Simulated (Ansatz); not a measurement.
# SO₃: basis-set convergence

An exercise on one series of results from a longer session: the logs are not shown, and one member is left open.

Program: Ansatz 0.2.0, Gaussian basis. Level of theory: one geometry, several basis sets. These are calculated values, not measurements.

Levels to be run: PBE0-D4/def2-SVP; ωB97M-V/def2-SVP; PBE0-D4/def2-QZVPP; ωB97M-V/def2-QZVPP; CCSD(T)/cc-pV(D+d)Z; CCSD(T)/cc-pV(T+d)Z; CCSD(T)/cc-pV(Q+d)Z; the functionals' def2-TZVPP values are taken from earlier runs.

## The relaxed structure

An earlier PBE0-D4 in a triple-zeta def2 set relaxation fixed the geometry.

SMILES `O=S(=O)=O`, 4 atoms, charge 0, spin multiplicity 1.

Atoms are counted from 1 here; the program's logs count them from 0.

Bond lengths: O1–S2 1.419 Å, S2–O3 1.419 Å, S2–O4 1.419 Å. Angles: O1–S2–O3 120.0°, O1–S2–O4 120.0°, O3–S2–O4 120.0°.

The first run:

Input file in.yaml:

```yaml
crystal:
  periodic: [false, false, false]
  atoms:
    - {symbol: O, position_ang: [-1.121606, -0.684648, 0.536716]}
    - {symbol: S, position_ang: [-0.000001, 0.000013, 0.000012]}
    - {symbol: O, position_ang: [1.308979, -0.327699, 0.440445]}
    - {symbol: O, position_ang: [-0.187372, 1.012333, -0.977182]}
basis:
  gaussian: {orbitals: def2-SVP}
hamiltonian: {xc: pbe0, dispersion: d4}
output: {orbitals: {seedname: orbitals}}
```

Launch:

```console
$ ansatz run in.yaml --threads 4 --pin off --events-out ev --progress --plain --max-ram 10444MiB
```

Among the steps run: PBE0-D4 in def2-SVP; ωB97M-V in def2-SVP; PBE0-D4 in def2-QZVPP; ωB97M-V in def2-QZVPP.

One of the session's tables, all rows but one given; the rest of the session is left out.

| functional | basis | HOMO (eV) | LUMO (eV) |
| --- | --- | --- | --- |
| PBE0-D4 | def2-SVP | -9.80 | -2.35 |
| PBE0-D4 | def2-TZVPP | -10.04 | -2.32 |
| PBE0-D4 | def2-QZVPP | -10.07 | -2.53 |
| ωB97M-V | def2-SVP | ? | ? |
| ωB97M-V | def2-TZVPP | -12.43 | 0.03 |
| ωB97M-V | def2-QZVPP | -12.48 | -0.40 |

**Question.** Estimate the row for ωB97M-V, def2-SVP.

**Answer.** HOMO (eV): -12.15; LUMO (eV): 0.05. In the column «HOMO (eV)» it lies between ωB97M-V, def2-TZVPP (-12.43) and PBE0-D4, def2-QZVPP (-10.07).
